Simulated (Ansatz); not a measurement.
Ansatz (an electronic-structure program) input (B2PLYP/def2-TZVPD):

Ansatz 0.2 input:
```yaml
crystal:
  periodic: [false, false, false]
  atoms:
    - {symbol: C, position_ang: [-0.00108478, 0.01125913, 0.11444147]}
    - {symbol: C, position_ang: [-0.01259876, 0.13076463, 1.32913478]}
    - {symbol: C, position_ang: [0.01178222, -0.12228971, -1.24299295]}
    - {symbol: H, position_ang: [-0.02261568, 0.23473201, 2.38589352]}
    - {symbol: H, position_ang: [0.94544728, -0.15717806, -1.78780376]}
    - {symbol: H, position_ang: [-0.91142373, -0.19595820, -1.80158956]}
basis:
  gaussian:
    orbitals: def2-TZVPD
hamiltonian:
  xc: {name: B2PLYP}
magnetization: {spin_polarized: true, initial_magnetization: 1}
correlation: {electrons: outside_noble_gas}
```

End of the output:

```
integrals: 0.13 GiB planned
917 factors; integrals over basis functions are off by at most 1.3e-3 eV
mean field: 0.61 GiB planned
mean field evaluation 1: about -3147.6860 eV, gradient 2.5e1 eV
mean field evaluation 2: about -3147.7260 eV, gradient 2.5e1 eV
mean field evaluation 4: about -3150.7615 eV, gradient 3.9e0 eV
mean field evaluation 8: about -3150.8538 eV, gradient 6.4e-1 eV
mean field evaluation 16: about -3150.8637 eV, gradient 2.1e-3 eV
mean field -3150.86371089 eV, -115.7921056429 hartree, gradient 4.1e-6 eV, S^2 0.805608; 0 other end points of the search recorded, 0 dependent functions left out
3 core orbitals not correlated
reference -3150.86385035 eV, -115.7921107682 hartree; 8, 7 occupied and 127, 128 virtual orbitals, 917 factors
second order -14.57710313 eV of doubles, -0.00000000 eV of singles
Total energy: -3154.79966820 eV, -115.9367494062 hartree
```

It need not be the lowest isomer of its formula.
